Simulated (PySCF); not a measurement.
Work out the structure from these simulated measurements.

Elements present: C, F, H and N. Monoisotopic mass: 87.0233 u.

| Quantity | Value |
| --- | --- |
| Valence photoelectron | vertical ionisation energy: 10.37 eV [ΔSCF PBE0/def2-SVPD] |
| Rotational structure | rotational constants A, B, C: 9.945, 3.886, 2.794 GHz [PBE0-D3(BJ)/def2-SVP] |
| XPS | C1s 293.2, C1s 294.6, N1s 405.5, N1s 406.2, N1s 408.1, F1s 693.9 eV [ΔSCF SCAN, pcX-2 on the ionised atom, pcseg-1 elsewhere, spin-free X2C] |
| UV, first state | lowest singlet excitation: 6.54 eV (189 nm, f = 0.006) [TDDFT PBE0/def2-SVPD] |
| UV, strongest line | among the 10 lowest singlet transitions: S2 at 6.91 eV (180 nm, f = 0.089) [TDDFT PBE0/def2-SVPD] |
| 13C NMR | chemical shifts (computed TMS as zero) by class: 174.4 (1 C), 144.0 (1 C) ppm [GIAO PBE0/pcSseg-1] |

Electronic properties: PySCF, gas phase, density fitting. Levels stand in brackets. Geometry: PBE0-D3(BJ)/def2-SVP; no solvent, vibrations or thermal averaging. NMR values are class means; diastereotopic atoms form classes of their own.

Question: Which formula fits the mass and the elements?

Answer: C2H2FN3 (calculated 87.0233). No other formula that holds each of these elements comes within 0.0003 u with a fitting electron parity and a possible valence count.

Question: Propose a structure and show how it fits.

Answer: Numbering: `[F:1][c:2]1[n:3][cH:4][nH:5][n:6]1`. Its formula, C2H2FN3, gives 3 degrees of unsaturation: 1 ring and 2 π bonds in the structure found (Kekulé form). 2 carbons fall into 2 classes; from least to most shielded: aromatic C–F carbon [C2] (174.4 ppm), aromatic CH next to a ring nitrogen [C4] (144.0 ppm). The core levels belong to: C1s 293.2 eV, aromatic CH next to a ring nitrogen [C4]; C1s 294.6 eV, aromatic C–F carbon [C2]; N1s 405.5 eV, pyridine-type nitrogen [N3]; N1s 406.2 eV, pyridine-type nitrogen [N6]; N1s 408.1 eV, pyrrole-type nitrogen [N5]; F1s 693.9 eV, aryl fluorine [F1]. S1 is mainly HOMO−1→LUMO (weight 0.99); the largest Löwdin shares of the orbital it empties are 0.50 on a pyridine-type nitrogen, 0.29 on a pyridine-type nitrogen, 0.08 on the aromatic C–F carbon and 0.06 on the aromatic CH next to a ring nitrogen, of the orbital it fills 0.31 on the aromatic CH next to a ring nitrogen, 0.21 on the pyrrole-type nitrogen, 0.17 on a pyridine-type nitrogen and 0.15 on a pyridine-type nitrogen. The first electron is taken from the HOMO, whose largest Löwdin shares are 0.29 on a pyridine-type nitrogen, 0.19 on the pyrrole-type nitrogen, 0.18 on the aromatic C–F carbon and 0.16 on the aromatic CH next to a ring nitrogen. The optimised geometry has point group Cs and is an asymmetric top. Structure: `FC1=NNC=N1`. The assignments are read from this structure; whether some other isomer fits the data as well wasn't checked.
